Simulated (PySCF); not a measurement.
**phosphorus trifluoride: calculation against experiment**

**What was measured.**

NIST CCCBDB Release 22 (SRD 101), experimental dipoles lists, for the gas: dipole moment (microwave Stark effect) 1.03 D.

The runs below try to reproduce these values; the comparison stands at the end.

Species: phosphorus trifluoride, PF₃.
Numbering: `[F:1][P:2]([F:3])[F:4]`

Cartesian coordinates in Å at the GFN2-xTB level; atoms count from 1:
```xyz
4
PF3 angstrom
F     -0.837   -1.055   -0.220
P      0.002    0.001    0.637
F      1.337   -0.198   -0.219
F     -0.492    1.256   -0.220
```

Runs made with PySCF (gas phase, on this GFN2-xTB geometry; no spin–orbit coupling):

| level | job | basis functions |
| --- | --- | --- |
| PBE0/pcSseg-1 | shieldings, charges and field gradients | 75 |
| mPW1PW91/aug-cc-pVDZ, grid level 3, level shift 0.1 Eh | shieldings, charges and field gradients | 96 |
| CAM-B3LYP/def2-SVPD | 8 singlets by full TDDFT, 3 Tamm–Dancoff triplets, polarisability | 93 |
| PBE0/def2-SVPD, damping 0.1 at the start, DIIS from the seventh cycle | 6 singlets by full TDDFT, 2 Tamm–Dancoff triplets, polarisability | 93 |

## Comparison

**Dipole moment.** Measured: 1.03 D (NIST CCCBDB Release 22 (SRD 101), experimental dipoles).

```
               level  computed (D)  computed − measured (D)  % (from the printed values)
       PBE0/pcSseg-1          1.78                    +0.75                          +73
mPW1PW91/aug-cc-pVDZ          1.64                    +0.61                          +59
 CAM-B3LYP/def2-SVPD          1.77                    +0.74                          +72
      PBE0/def2-SVPD          1.66                    +0.63                          +61
```

Closest is mPW1PW91/aug-cc-pVDZ (+0.61 D), furthest PBE0/pcSseg-1 (+0.75 D); one molecule doesn't rank methods. All 4 levels lie above the measurement. The computed dipoles belong to one fixed geometry; measured ones are averaged over vibrations unless marked μe. Magnitudes are compared, not signs.

The geometry is computed, not the measured one. Where a level misses, the cause wasn't examined.
